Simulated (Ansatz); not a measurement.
`O=C(O)O` + `CC(C)C` → `CC(C)(C)C(=O)O` + H₂O  (formal exchange of groups at a C–O bond)

Gas-phase electronic energies from Ansatz, PBE0-D4/def2-TZVP geometries. CCSD(T)/CBS adds triple-zeta CCSD(T) − MP2 to the extrapolated MP2 energy (def2 sets, frozen cores). This one scheme is used for every species. DFT in def2-TZVPP. B3LYP here is the variant with VWN-RPA as its local correlation; programs differ in this. Each species was taken in one conformer, which may not be the lowest.

(1) Is it downhill or uphill in electronic energy at CCSD(T)/CBS, and by how much? (An estimate is asked.)

(2) What do these levels give: LDA (SPW92), PBE0-D4, r2SCANh-D4, r2SCAN0-D4, CAM-B3LYP-D4, B2PLYP, PBE, B3LYP, CAM-B3LYP, LC-ωPBE, HF/def2-SVP, CCSD/def2-SVP? (An estimate is asked.)

Largest T1 diagnostic among the species: 0.014.

Answers

(1) The calculation gave: Nearly level: ΔE = 0.00 eV.

(2) Ansatz gave: LDA (SPW92) 0.19, PBE0-D4 0.19, r2SCANh-D4 0.20, r2SCAN0-D4 0.20, CAM-B3LYP-D4 0.19, B2PLYP 0.19, PBE 0.28, B3LYP 0.30, CAM-B3LYP 0.27, LC-ωPBE 0.24, HF/def2-SVP 0.49, CCSD/def2-SVP 0.25 eV.

At CCSD(T), def2-SVP lies +0.23 eV from the extrapolated value and def2-TZVPP +0.06 eV. Leaving LDA and LC-ωPBE aside and taking each functional with its dispersion term where it has one, the values, not all of them listed here, spread over 0.09 eV, from ωB97M-V to B97M-V. LDA lies −0.08 eV from PBE without D4.
